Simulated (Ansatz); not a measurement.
Working through harmonic frequencies at the relaxed geometry of CH7AlSi, SMILES C[SiH2][AlH2]

With the Python package of Ansatz (0.2.0).

Notebook, run cell by cell (the value of a cell's last expression is shown):

**Cell 1**
```python
from dataclasses import dataclass
import itertools

import ansatz as az
from ase.data import atomic_numbers, covalent_radii
import numpy as np
```

**Cell 2**
```python
@dataclass
class Options:
    basis: str = 'def2-SVP'
    xc: str = 'b3lyp'
    dispersion: str = 'd3bj'
```

**Cell 3**
```python
settings = Options()
```

**Cell 4**
```python
ch7alsi = (
    az.Crystal.molecule()
    .atom('C', (-1.1989, 0.6587, -0.7337))
    .atom('Si', (-0.1023, -0.6942, -0.2797))
    .atom('Al', (1.5053, 0.1103, 1.2077))
    .atom('H', (-1.9426, 0.3385, -1.4543))
    .atom('H', (-0.664, 1.5077, -1.2475))
    .atom('H', (-1.7419, 1.112, 0.1654))
    .atom('H', (0.5837, -1.2087, -1.4842))
    .atom('H', (-0.8308, -1.7489, 0.357))
    .atom('H', (1.4415, -0.3655, 2.7798))
    .atom('H', (3.0331, 0.239, 0.6926))
)
```

**Cell 5**
```python
setup = (
    ch7alsi.calculation()
    .basis(gaussian=settings.basis)
    .functional(settings.xc, dispersion=settings.dispersion)
)
symbols = [site.symbol for site in ch7alsi.cartesian_sites]
start = np.array([site.position_ang for site in ch7alsi.cartesian_sites], dtype=float)
data = setup.relax(force_tolerance=0.003).run(threads=1).report
end = np.array(data['positions_ang'])

# pairs closer than 1.2 times the sum of covalent radii, before or after
radius = [covalent_radii[atomic_numbers[s]] for s in symbols]
span = lambda where, i, j: np.linalg.norm(where[i] - where[j])
bonded = [(i, j) for i, j in itertools.combinations(range(len(symbols)), 2) if min(span(start, i, j), span(end, i, j)) < 1.2 * (radius[i] + radius[j])]
print('pair        before    after (A)')
for i, j in bonded:
    print(f'{symbols[i]}{i}-{symbols[j]}{j}'.ljust(10), f'{span(start, i, j):8.4f} {span(end, i, j):8.4f}')
```
Output:
```text
pair        before    after (A)
C0-Si1       1.7997   1.9047
C0-H3        1.0839   1.1016
C0-H4        1.1273   1.1015
C0-H5        1.1440   1.1015
Si1-Al2      2.3332   2.4646
Si1-H6       1.4786   1.4991
Si1-H7       1.4313   1.4990
Al2-H8       1.6438   1.5916
Al2-H9       1.6174   1.5916
```

**Cell 6**
```python
# frequencies need a stationary point, so they are taken at the relaxed geometry
minimum = az.Crystal.molecule()
for symbol, place in zip(symbols, end):
    minimum = minimum.atom(symbol, place.tolist())
vibrating = (
    minimum.calculation()
    .basis(gaussian=settings.basis)
    .functional(settings.xc, dispersion=settings.dispersion)
    .phonons(temperatures=(298.15, 498.15, 100))
)
vib = vibrating.run(threads=1).report['vibrations']
sums = vib['harmonic_sums']
modes = [m['omega_inv_cm'] for m in sums['modes_at_gamma'] if m['rigid_motion'] == 'no']
for number, w in enumerate(modes, start=1):
    print(f'mode {number:2d} {w:9.1f} 1/cm {w / 8065.544 * 1000:8.2f} meV')
print('imaginary modes:', sum(w < 0 for w in modes), ' zero-point energy:', round(sums['zero_point_energy_ev'], 4), 'eV')
print('T (K)   F_vib (eV)   S_vib (meV/K)   C_vib (meV/K)')
for row in zip(sums['temperatures_k'], sums['vibrational_free_energy_ev'], vib['entropy_ev_per_k'], vib['heat_capacity_ev_per_k']):
    print(f'{row[0]:6.1f} {row[1]:11.4f} {1000 * row[2]:13.4f} {1000 * row[3]:15.4f}')
```
Output:
```text
RunWarning: phonons: modes at or below zero, which the zero-point energy, F, S and C_V leave out: 1, the lowest at -62.20 cm⁻¹. A minimum has none, and a first-order saddle one
mode  1     -62.2 1/cm    -7.71 meV
mode  2     129.7 1/cm    16.08 meV
mode  3     166.4 1/cm    20.64 meV
mode  4     322.8 1/cm    40.03 meV
mode  5     379.3 1/cm    47.03 meV
mode  6     473.0 1/cm    58.65 meV
mode  7     537.1 1/cm    66.59 meV
mode  8     624.0 1/cm    77.37 meV
mode  9     666.8 1/cm    82.67 meV
mode 10     680.3 1/cm    84.34 meV
mode 11     786.7 1/cm    97.54 meV
mode 12     888.2 1/cm   110.13 meV
mode 13     891.2 1/cm   110.49 meV
mode 14     942.9 1/cm   116.91 meV
mode 15    1264.0 1/cm   156.72 meV
mode 16    1439.2 1/cm   178.44 meV
mode 17    1442.1 1/cm   178.80 meV
mode 18    1904.2 1/cm   236.09 meV
mode 19    1911.1 1/cm   236.95 meV
mode 20    2179.4 1/cm   270.21 meV
mode 21    2180.6 1/cm   270.36 meV
mode 22    3031.9 1/cm   375.91 meV
mode 23    3125.2 1/cm   387.47 meV
mode 24    3125.3 1/cm   387.48 meV
imaginary modes: 1  zero-point energy: 1.8035 eV
T (K)   F_vib (eV)   S_vib (meV/K)   C_vib (meV/K)
 298.1      1.7482        0.4704          0.6381
 398.1      1.6905        0.6827          0.8322
 498.1      1.6119        0.8866          0.9892
```

Warnings are shown shortened and without file and line. The frequencies are harmonic and unscaled, in a modest basis. b3lyp holds the VWN-RPA fit, as in Gaussian; the form of ORCA and Turbomole is b3lyp5. The whole script took 2.6 min on 1 thread of Arm Neoverse V1 (shared host), peak memory 0.24 GiB.
